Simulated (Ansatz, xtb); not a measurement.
# Isomers of CH7Si2 in order of energy

5 gas-phase structures of CH7Si2, found in a search over its isomers (lower ones may exist). Each was relaxed with GFN2-xTB:

A. `C[SiH2][SiH2]`, a doublet
B. `[SiH3][CH][SiH3]`, a doublet
C. `[CH2][SiH2][SiH3]`, a doublet
D. `[SiH2]C[SiH3]`, a doublet
E. `C[SiH][SiH3]`, a doublet

Which do you expect lowest at r2SCAN-D4/def2-SVP, and how would the others follow?

Calculated order at r2SCAN-D4/def2-SVP: A (0.0), E (0.5), D (3.5), B (12.6), C (13.6) kcal/mol. Less than 1 kcal/mol parts A and E; B and C, so the order within those pairs means little.

Energies above the lowest of each column, in kcal/mol; the last columns are at PBE0-D3(BJ)/def2-SVP geometries (a dash: not run or not comparable):

```json
{"structure": "A", "GFN2-xTB": "0.0", "HF/STO-3G": "2.0", "r2SCAN-D4/def2-SVP": "0.0", "PBE0-D3(BJ)/def2-SVP": "0.0", "CCSD(T)/def2-SVP + ΔMP2/def2-TZVPP": "0.0"}
{"structure": "E", "GFN2-xTB": "0.3", "HF/STO-3G": "0.0", "r2SCAN-D4/def2-SVP": "0.5", "PBE0-D3(BJ)/def2-SVP": "0.8", "CCSD(T)/def2-SVP + ΔMP2/def2-TZVPP": "1.1"}
{"structure": "D", "GFN2-xTB": "2.2", "HF/STO-3G": "6.1", "r2SCAN-D4/def2-SVP": "3.5", "PBE0-D3(BJ)/def2-SVP": "5.5", "CCSD(T)/def2-SVP + ΔMP2/def2-TZVPP": "3.3"}
{"structure": "B", "GFN2-xTB": "9.5", "HF/STO-3G": "3.6", "r2SCAN-D4/def2-SVP": "12.6", "PBE0-D3(BJ)/def2-SVP": "16.1", "CCSD(T)/def2-SVP + ΔMP2/def2-TZVPP": "–"}
{"structure": "C", "GFN2-xTB": "19.0", "HF/STO-3G": "2.9", "r2SCAN-D4/def2-SVP": "13.6", "PBE0-D3(BJ)/def2-SVP": "16.5", "CCSD(T)/def2-SVP + ΔMP2/def2-TZVPP": "–"}
```

CCSD(T)/def2-SVP + ΔMP2/def2-TZVPP puts A lowest of those it was run on; HF/STO-3G picks E. Flexible structures stand in one conformer each, not always the lowest. Frequencies (PBE0-D3(BJ)/def2-SVP) were run for A, D, E alone. Open shells are spin-unrestricted. ΔMP2 is the change of the MP2 energy from the smaller to the larger basis.

Over these structures GFN2-xTB departs from r2SCAN-D4/def2-SVP by 2.1 kcal/mol on average once a common shift is removed. A GFN2-xTB relaxation took about 0.058 s and the r2SCAN-D4/def2-SVP energy about 1.2 s on a shared host (Ansatz 0.2.0, xtb 6.7.1).
